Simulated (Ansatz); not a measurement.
## Two structures, one formula

The two ends of one reaction step of CH5OS, doublet (PBE0-D4/def2-TZVP).

A:

| atom | x (Å) | y (Å) | z (Å) |
| --- | --- | --- | --- |
| H1 | -1.3511 | 0.8814 | 0.1820 |
| C2 | -0.8027 | 0.2496 | -0.5255 |
| O3 | 0.5976 | 0.4045 | -0.4032 |
| S4 | 1.5706 | -1.7268 | 2.0505 |
| H5 | -1.0267 | -0.7928 | -0.2984 |
| H6 | -1.1488 | 0.4664 | -1.5420 |
| H7 | 0.8256 | 1.3253 | -0.5471 |
| H8 | 1.3355 | -0.8075 | 1.0835 |

B:

H1  (-0.010, -0.815, 1.960)
C2  (-1.015, 0.313, -1.256)
O3  (0.326, 0.148, -1.301)
S4  (1.066, -0.010, 1.944)
H5  (-1.499, 0.297, -2.222)
H6  (-1.449, 0.867, -0.429)
H7  (0.682, 0.237, -0.403)
H8  (1.899, -1.036, 1.707)
(Å)

Computed with Ansatz 0.2.0 (basis: def2-TZVPP); correlated methods freeze the cores; orbitals are unrestricted. B3LYP uses VWN-RPA correlation.

(1) Which structure is lower at CCSD(T), and by how much? (An estimate is asked for; the value comes from the calculation.)

No T1 diagnostic of these runs exceeds 0.015. ⟨S²⟩ of the unrestricted Hartree–Fock references: 0.76 (a pure state has 0.75).

Answers

(1) Computed: A, by 7.92 kcal/mol (electronic energy, against the other). By their contacts, A is a complex of CH₄O ([CH3][OH]) + HS and B is a complex of CH₃O ([CH2][OH]) + H₂S.

All methods give the same order:

```tsv
method	E(B) − E(A) (kcal/mol)
SPW92	0.68
PBE-D4	2.94
BLYP-D4	4.33
r2SCAN-D4	3.31
B97M-V	5.36
PBE0-D4	4.83
B3LYP-D4	5.72
r2SCAN0-D4	4.77
BHLYP-D4	7.90
CAM-B3LYP-D4	6.27
wB97X-V	6.05
wB97M-V	5.60
B2PLYP	6.80
PBE-QIDH	6.71
RPA on PBE	9.46
HF	11.39
MP2	8.08
CCSD	8.74
CCSD(T)	7.92
```

Labels in which every atom is bracketed show which atoms are joined, not bond orders.

For scale, one of the runs: CCSD(T)/def2-TZVPP, 174 basis functions (an equivalent command: `ansatz run in.yaml --threads 4`). Hardware: 4 CPU threads, shared host. Wall time 77 s; peak host memory 3.9 GiB.
